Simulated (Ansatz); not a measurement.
Ideal-gas functions of `O=C1SC1O` at 400 K and 1 bar, from an Ansatz frequency run at PBE0-D4/def2-TZVP.

Molar mass 90.1 g/mol, point group C1 (symmetry number 1), electronic degeneracy 1, moments of inertia 94.584, 113.12, 191.624 u Å². Harmonic wavenumbers (cm⁻¹, unscaled): 203, 313, 368, 440, 545, 655, 763, 923, 997, 1200, 1282, 1415, 1913, 3191, 3821.

Use S(trans) = R[1.5 ln M + 2.5 ln T − 1.1517]; rotational temperatures θ = 24.2544 K / I; S(rot) = R[ln(√π/σ · √(T³/θAθBθC)) + 1.5]; for each mode x = 1.438777 ν̃/T, S = R[x/(eˣ − 1) − ln(1 − e⁻ˣ)] and H = RT x/(eˣ − 1); 1 cm⁻¹ = 0.0119627 kJ/mol; R = 8.31446 J/(mol·K).

Q: By hand: the entropy, in J/(mol·K).

A: Translation 171.1. Rotation: θ = 0.2564, 0.2144, 0.1266 K, giving 112.6. Vibration, mode by mode: 11.11, 7.75, 6.56, 5.31, 3.93, 2.88, 2.12, 1.34, 1.08, 0.60, 0.47, 0.31, 0.07, 0.00, 0.00, in all 43.5. Electronic 0.0. Sum 327.2 J/(mol·K).

Q: By hand: H − E and G − E in kJ/mol, counted from the electronic energy.

A: Zero-point energy ½ × 18029 × 0.0119627 = 107.8; thermal vibration 10.8; translation, rotation and pV give 4 RT = 13.3. H − E = 131.9 kJ/mol, and G − E = 131.9 − 400 × 327.2/1000 = 1.0 kJ/mol.

Vibration gives 13 % of the entropy. The sum counts one conformer and one mirror image; others add a mixing term.
